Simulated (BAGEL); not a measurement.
**singlet [SiNH4]+: a chain of runs**

Aim: the energy (singlet [SiNH4]+, HF/def2-TZVP), then a single-point energy (doublet SiNH4, NEVPT2(3,3)/def2-TZVP), then the energy (doublet SiNH4, CASPT2(3,3)/def2-TZVP) of H4NSi. 

The calculation is run with BAGEL 1.2.2.

1 further run of the same task is left out (set aside as unsound or not needed).

## 1. The system as given

[SiNH4]+ has 6 atoms, charge +1, and is taken as a singlet. SMILES of the parent species: `[NH][SiH3]`. One bond was lengthened or shortened from a relaxed shape. That shape belongs to the parent species and isn't relaxed for this state.

Bond lengths: N1–Si2 1.753 Å, N1–H3 1.023 Å, Si2–H4 1.267 Å, Si2–H5 1.491 Å, Si2–H6 1.481 Å. Angles: N1–Si2–H4 110.8°, N1–Si2–H5 109.1°, N1–Si2–H6 109.3°, Si2–N1–H3 111.9°, H4–Si2–H5 108.6°, H4–Si2–H6 109.5°, H5–Si2–H6 109.5°.

## 2. A single-point energy at HF/def2-TZVP (density fitting with svp-jkfit) (run 1)

Contents of job.json:

```json
{ "bagel" : [

{
  "title" : "molecule",
  "basis" : "def2-tzvp.json",
  "df_basis" : "svp-jkfit",
  "angstrom" : "true",
  "geometry" : [
    { "atom" : "N", "xyz" : [    0.426034,   -0.929703,    0.793153 ] },
    { "atom" : "Si", "xyz" : [   -0.369766,    0.253097,   -0.226347 ] },
    { "atom" : "H", "xyz" : [    0.756734,   -1.735203,    0.256353 ] },
    { "atom" : "H", "xyz" : [   -1.310600,   -0.282300,   -0.885500 ] },
    { "atom" : "H", "xyz" : [    0.623434,    0.817297,   -1.185247 ] },
    { "atom" : "H", "xyz" : [   -0.914166,    1.340297,    0.619853 ] }
  ]
},
{ "title" : "hf", "charge" : 1 },
{ "title" : "print", "file" : "orbitals.molden", "orbitals" : "true" }

]}
```

The basis set def2-TZVP is read from a file made from the Basis Set Exchange's data (not shown).

Launch:

```console
BAGEL_NUM_THREADS=1 BAGEL job.json > job.out
```

What it wrote:

```text
* using 1 threads per process

  ===============================================================
  ===============================================================

  *** Geometry ***

  { "atom" : "N", "xyz" : [      0.805088,     -1.756884,      1.498842 ] },
  { "atom" : "Si", "xyz" : [     -0.698756,      0.478284,     -0.427734 ] },
  { "atom" : "H", "xyz" : [      1.430020,     -3.279058,      0.484437 ] },
  { "atom" : "H", "xyz" : [     -2.476675,     -0.533470,     -1.673352 ] },
  { "atom" : "H", "xyz" : [      1.178120,      1.544467,     -2.239792 ] },
  { "atom" : "H", "xyz" : [     -1.727523,      2.532794,      1.171352 ] },

  Number of auxiliary basis functions:      277

  Since a DF basis is specified, we compute 2- and 3-index integrals:
    o Being stored without compression. Storage requirement is 0.019 GB

  Number of basis functions:       92
  Number of electrons      :       25

    * METHOD: MOLECULE                             0.14

  *** RHF ***

  === Nuclear Repulsion ===
    57.6903851574

      * DIIS with orbital gradients will be used.

  === RHF iteration (def2-tzvp.json) ===
      0       -345.11438128          0.01855248           0.04
      1       -345.22013408          0.01284778           0.03
      2       -345.26788374          0.00339005           0.03
      3       -345.27832871          0.00120148           0.04
      4       -345.27982641          0.00041519           0.03
      5       -345.28002511          0.00018131           0.03
      6       -345.28006973          0.00014910           0.03
      7       -345.28014529          0.00010551           0.03
      8       -345.28020788          0.00005572           0.03
      9       -345.28022071          0.00003356           0.03
     10       -345.28022534          0.00001305           0.03
     11       -345.28022571          0.00000548           0.03
     12       -345.28022575          0.00000178           0.04
     13       -345.28022575          0.00000050           0.03
     14       -345.28022575          0.00000023           0.04
     15       -345.28022575          0.00000012           0.03
     16       -345.28022575          0.00000008           0.03
     17       -345.28022575          0.00000005           0.03
     18       -345.28022575          0.00000003           0.03
     19       -345.28022575          0.00000001           0.03
     20       -345.28022575          0.00000001           0.03
    * SCF iteration converged.

    * Permanent dipole moment:
           (   -0.484435,     0.982470,     0.142672) a.u.

    * METHOD: HF                                   0.85

    * METHOD: PRINT                                0.06

  ===============================================================
```

It took 1.7 s on 1 thread of AMD EPYC 7R43 (Zen 3), shared host; peak memory 0.14 GiB.

## 3. Doublet neutral SiNH4: the energy at NEVPT2(3,3)/def2-TZVP (density fitting with svp-jkfit) (run 2)

Contents of job.json:

```json
{ "bagel": [

{
  "title": "molecule",
  "basis": "def2-tzvp.json",
  "df_basis": "svp-jkfit",
  "angstrom": true,
  "geometry": [
    { "atom": "N", "xyz": [    0.426034,   -0.929703,    0.793153 ] },
    { "atom": "Si", "xyz": [   -0.369766,    0.253097,   -0.226347 ] },
    { "atom": "H", "xyz": [    0.756734,   -1.735203,    0.256353 ] },
    { "atom": "H", "xyz": [   -1.310600,   -0.282300,   -0.885500 ] },
    { "atom": "H", "xyz": [    0.623434,    0.817297,   -1.185247 ] },
    { "atom": "H", "xyz": [   -0.914166,    1.340297,    0.619853 ] }
  ]
},
{
  "title": "hf",
  "charge": 1
},
{
  "title": "casscf",
  "nstate": 1,
  "nact": 3,
  "nclosed": 11,
  "charge": 0,
  "nspin": 1,
  "active": [11, 13, 18],
  "maxiter": 200,
  "natocc": true
},
{
  "title": "nevpt2",
  "nstate": 1,
  "nact": 3,
  "nclosed": 11,
  "charge": 0,
  "nspin": 1,
  "active": [11, 13, 18],
  "maxiter": 200,
  "natocc": true,
  "ncore": 6
},
{
  "title": "print",
  "file": "orbitals.molden",
  "orbitals": true
}

]}
```

The basis set def2-TZVP is read from a file made from the Basis Set Exchange's data (not shown).

Launch:

```console
BAGEL_NUM_THREADS=1 BAGEL job.json > job.out
```

What it wrote:

```text
* using 1 threads per process

  ===============================================================
  ===============================================================

  *** Geometry ***

  { "atom" : "N", "xyz" : [      0.805088,     -1.756884,      1.498842 ] },
  { "atom" : "Si", "xyz" : [     -0.698756,      0.478284,     -0.427734 ] },
  { "atom" : "H", "xyz" : [      1.430020,     -3.279058,      0.484437 ] },
  { "atom" : "H", "xyz" : [     -2.476675,     -0.533470,     -1.673352 ] },
  { "atom" : "H", "xyz" : [      1.178120,      1.544467,     -2.239792 ] },
  { "atom" : "H", "xyz" : [     -1.727523,      2.532794,      1.171352 ] },

  Number of auxiliary basis functions:      277

  Since a DF basis is specified, we compute 2- and 3-index integrals:
    o Being stored without compression. Storage requirement is 0.019 GB

  Number of basis functions:       92
  Number of electrons      :       25

    * METHOD: MOLECULE                             0.17

  *** RHF ***

  === Nuclear Repulsion ===
    57.6903851574

      * DIIS with orbital gradients will be used.

  === RHF iteration (def2-tzvp.json) ===
      0       -345.11438128          0.01855248           0.04
      1       -345.22013408          0.01284778           0.03
      2       -345.26788374          0.00339005           0.03
[... 17 lines of this table left out ...]
     20       -345.28022575          0.00000001           0.03
    * SCF iteration converged.

    * Permanent dipole moment:
           (   -0.484435,     0.982470,     0.142672) a.u.

    * METHOD: HF                                   0.89

  ---------------------------
      CASSCF calculation
  ---------------------------

    ==== Active orbitals : =====
         Orbital 11
         Orbital 13
         Orbital 18
    ============================

    * nstate   :      1
    * nclosed  :     11
    * nact     :      3
    * nvirt    :     78
  === CASSCF iteration (def2-tzvp.json) ===

    * Using the second-order algorithm

      0  0      -345.61929256     2.41e-02      0.02

      1  0      -345.68392496     1.51e-03      0.27
[... 25 lines of this table left out ...]
     14  0      -345.69734823     6.56e-09      0.24

    * Second-order optimization converged. *

     guess   0:   closed 1..                  open .1.

  === FCI iteration ===

      0  0      -345.68380817     4.70e-02      0.00
      1  0      -345.69731256     2.10e-03      0.00
      2  0      -345.69734722     3.11e-04      0.00
[... 4 lines of this table left out ...]
      7  0 *    -345.69734823     3.18e-15      0.00

     * ci vector, state   0, <S^2> = 0.7500
       2a.    -0.9953886789
       .a2    -0.0923578678

    * METHOD: CASSCF                               4.26

    * freezing 6 orbitals

  === DF-NEVPT2 calculation ===

    * 3-index integral transformation done
    * assembly done

      NEVPT2 correlation energy:   -0.2779690570      0.17

          (+0)     -0.1823016737
          (+0)'    -0.0135563429
          (+1)     -0.0118749059
          (+1)'    -0.0000622766
          (+2)     -0.0001927778
          (-1)     -0.0572847224
          (-1)'    -0.0004202402
          (-2)     -0.0122761176

      NEVPT2 total energy:       -345.9753172861

    * METHOD: NEVPT2                               0.26

    * METHOD: PRINT                                0.05

  ===============================================================
```

Run time: 6.6 s. Hardware: 1 thread of AMD EPYC 7R43 (Zen 3), shared host; peak memory 0.14 GiB.

## 4. Doublet neutral SiNH4: a single-point energy at CASPT2(3,3)/def2-TZVP (density fitting with svp-jkfit) (run 3)

Contents of calc.json:

```json
{ "bagel": [

{
  "title": "molecule",
  "basis": "def2-tzvp.json",
  "df_basis": "svp-jkfit",
  "angstrom": "true",
  "geometry": [
    { "atom": "N", "xyz": [    0.426034,   -0.929703,    0.793153 ] },
    { "atom": "Si", "xyz": [   -0.369766,    0.253097,   -0.226347 ] },
    { "atom": "H", "xyz": [    0.756734,   -1.735203,    0.256353 ] },
    { "atom": "H", "xyz": [   -1.310600,   -0.282300,   -0.885500 ] },
    { "atom": "H", "xyz": [    0.623434,    0.817297,   -1.185247 ] },
    { "atom": "H", "xyz": [   -0.914166,    1.340297,    0.619853 ] }
  ]
},
{ "title": "hf", "charge": 1 },
{ "title": "casscf", "nstate": 1, "nact": 3, "nclosed": 11, "nspin": 1, "active": [11, 13, 18], "maxiter": 200, "natocc": "true" },
{ "title": "print", "file": "orbitals.molden", "orbitals": "true" },
{ "title": "smith", "method": "caspt2", "ms": "true", "xms": "true", "sssr": "true", "shift": 0.2, "shift_imag": "true", "ncore": 6 }

]}
```

The basis set def2-TZVP is read from a file made from the Basis Set Exchange's data (not shown).

Launch:

```console
BAGEL_NUM_THREADS=1 BAGEL calc.json > calc.out
```

What it wrote:

```text
* using 1 threads per process

  ===============================================================
  ===============================================================

  *** Geometry ***

  { "atom" : "N", "xyz" : [      0.805088,     -1.756884,      1.498842 ] },
  { "atom" : "Si", "xyz" : [     -0.698756,      0.478284,     -0.427734 ] },
  { "atom" : "H", "xyz" : [      1.430020,     -3.279058,      0.484437 ] },
  { "atom" : "H", "xyz" : [     -2.476675,     -0.533470,     -1.673352 ] },
  { "atom" : "H", "xyz" : [      1.178120,      1.544467,     -2.239792 ] },
  { "atom" : "H", "xyz" : [     -1.727523,      2.532794,      1.171352 ] },

  Number of auxiliary basis functions:      277

  Since a DF basis is specified, we compute 2- and 3-index integrals:
    o Being stored without compression. Storage requirement is 0.019 GB

  Number of basis functions:       92
  Number of electrons      :       25

    * METHOD: MOLECULE                             0.17

  *** RHF ***

  === Nuclear Repulsion ===
    57.6903851574

[... 8 lines left out ...]
    * SCF iteration converged.
[... 1 line left out ...]
    * Permanent dipole moment:
[... 28 lines left out ...]
    * Second-order optimization converged. *
[... 11 lines left out ...]
     * ci vector, state   0, <S^2> = 0.7500
[... 16 lines left out ...]
    * Zeroth order energy : state  0       -1.2100115246
[... 3 lines left out ...]
      -------------------------------------------  CASPT2 iteration  ---------------------------------------------------
       #      aibj      arbs      arbi      airj      risj      airs      arst      rist         Etot      error   time
      ------------------------------------------------------------------------------------------------------------------

       0  -0.18206  -0.01493  -0.06171  -0.01334  -0.00030  -0.01351  -0.00048  -0.00007   -0.2863926  0.0014635   0.10
       1  -0.18222  -0.01499  -0.06184  -0.01351  -0.00032  -0.01370  -0.00049  -0.00008   -0.2871363  0.0002885   0.08
       2  -0.18222  -0.01499  -0.06185  -0.01351  -0.00032  -0.01369  -0.00049  -0.00008   -0.2871623  0.0000639   0.08
       3  -0.18222  -0.01499  -0.06185  -0.01351  -0.00033  -0.01370  -0.00049  -0.00008   -0.2871634  0.0000147   0.08
       4  -0.18222  -0.01499  -0.06185  -0.01351  -0.00033  -0.01370  -0.00049  -0.00008   -0.2871635  0.0000033   0.08
       5  -0.18222  -0.01499  -0.06185  -0.01351  -0.00033  -0.01370  -0.00049  -0.00008   -0.2871635  0.0000007   0.08

      ------------------------------------------------------------------------------------------------------------------

    * CASPT2 energy : state  0     -345.9861205462
        w/o shift correction       -345.9845117246
        reference weight              0.9118716123

    * METHOD: SMITH                                0.69

  ===============================================================
```

Wall time 6.9 s (1 thread of AMD EPYC 7R43 (Zen 3), shared host); peak memory 0.14 GiB.

## 5. Results

| quantity | value |
| --- | --- |
| run 1, HF/def2-TZVP: total energy | -345.28023 Eh |
| run 1, HF/def2-TZVP: HOMO energy | -19.10 eV |
| run 1, HF/def2-TZVP: LUMO energy | -8.95 eV |
| run 1, HF/def2-TZVP: HOMO–LUMO gap | 10.15 eV |
| doublet neutral SiNH4, run 2: total energy | -345.97532 Eh |
| doublet neutral SiNH4, run 3: total energy | -345.98612 Eh |
